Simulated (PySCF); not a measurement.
Predicted spectroscopic data

How the numbers were obtained: J couplings at B3LYP/pcJ-1, σ from GIAO-PBE0/pcSseg-1, geometry: PBE0-D3(BJ)/def2-SVP, in PySCF (fast rotation and ring inversion assumed for equivalent nuclei, non-relativistic, one conformer, in vacuum).

References, each an isolated molecule treated in the same way: TMS for ¹H and ¹³C. Multiplet labels drop J under 1 Hz and among equivalent protons, and merge close values. Unscaled 3J(H,H) run several per cent high. One-bond C–F couplings are unscaled and too large by tens of Hz. Carbons bonded to boron are broad in practice. Shifts are as computed. Against solution values, carbons near 30 ppm lie about +2 ppm off and those near 130 ppm about +5 ppm (rms about the fit 1.9 ppm; single classes can miss by 10 ppm). Of 1328 compounds with measured shifts, 309 miss one by over three times the rms of a fit or turn the order of signals round; such compounds aren't used in these exercises. Signals without a measured value on file couldn't be tested in this way; 1H shifts scatter by 0.2 ppm about their fit, and single ones miss by 0.5 ppm. For the larger molecules the spin–dipole term is left out of H,H and C,H couplings. OH and NH positions are gas-phase values without hydrogen bonding to other molecules.

**1.** `C=BO`, CH3BO. ¹H NMR (400 MHz, computed): δ 5.17 (br s, 1H), 1.97 (s, 2H). ¹³C{¹H} NMR (computed): δ 8.2 (CH2).

**2.** `c12c(cccc1)C[C@@H](C(F)(F)F)O2`, C9H7F3O. ¹H NMR (400 MHz, computed): δ 7.34 (dq, J = 8.3, 1.3 Hz, 1H), 7.30 (tq, J = 8.7, 1.1 Hz, 1H), 7.03 (t, J = 8.3 Hz, 1H), 7.01 (d, J = 9.0 Hz, 1H), 4.62 (m, 1H), 3.41 (m, 1H), 3.23 (m, 1H). ¹³C{¹H} NMR (computed): δ 165.4, 134.6, 130.1, 129.2 (q, J = 346.6 Hz), 128.1, 126.2, 114.8, 80.5 (q, J = 34.5 Hz), 33.1.
